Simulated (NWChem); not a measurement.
# HF/def2-TZVP run of singlet [N2H3]+

Aim: a single-point energy of singlet [N2H3]+. 

Program for the calculation: NWChem 7.3.0.

2 further runs of the same task are left out: 2 set aside as unsound or not needed. Runs told in other sessions of the task aren't counted.

### 1 The molecule

[N2H3]+: 5 atoms, total charge +1, spin state singlet. As SMILES of the parent species, `[NH]N`. The coordinates come from a PBE0-D4/def2-TZVP relaxation. This is one conformer, not always the lowest. That shape belongs to the parent species and isn't relaxed for this state.

Bond lengths: N1–N2 1.338 Å, N1–H3 1.021 Å, N2–H4 1.008 Å, N2–H5 1.012 Å. Angles: N1–N2–H4 113.9°, N1–N2–H5 120.9°, N2–N1–H3 106.1°, H4–N2–H5 114.6°.

### 2 The energy at HF/def2-TZVP

test.nw

```
start test
title "H3N2 hf"
memory 2200 mb
charge 1
geometry units angstrom noautosym nocenter noautoz
 N    -0.187600   -0.818050    0.454040
 N    -0.128660    0.235610   -0.368450
 H     0.759840   -0.951450    0.811270
 H    -1.030950    0.592300   -0.640030
 H     0.587360    0.941580   -0.256830
end
basis spherical bse
 * library def2-TZVP
end
scf
 thresh 1e-08
 maxiter 80
end
task scf energy
```

Launch:

```console
$ nwchem test.nw > test.out
```

Output:

```text
[...]
  functions       =    80
[...]
  wavefunction    = RHF
[...]
         Total SCF energy =   -110.323521107647
      One-electron energy =   -216.702696098998
      Two-electron energy =     69.651177647345
 Nuclear repulsion energy =     36.727997344007
        Time for solution =     11.4s
[...]
```

Run time: 12 s. Hardware: 1 thread of Intel Xeon Platinum 8223CL at 3.00GHz (Skylake/Cascade Lake), shared host; peak memory 0.11 GiB.

### 3 Outcome

At HF/def2-TZVP:

| quantity | value |
| --- | --- |
| total energy | -110.32352 Eh |
| HOMO energy | -22.14 eV |
| LUMO energy | -6.48 eV |
| HOMO–LUMO gap | 15.66 eV |
